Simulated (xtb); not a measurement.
Species: H$_{3}$Si, SMILES `[SiH3]` (charge 0, multiplicity 2).

Q: Give a relaxed geometry from GFN2-xTB (xtb).

A: the end point of this relaxation (outside a Z-matrix the atoms follow the SMILES, hydrogens last).
Z-matrix (Å, degrees):
```
Si
H 1 1.4493
H 1 1.4493 2 115.32
H 1 1.4493 2 115.34 3 138.43
```
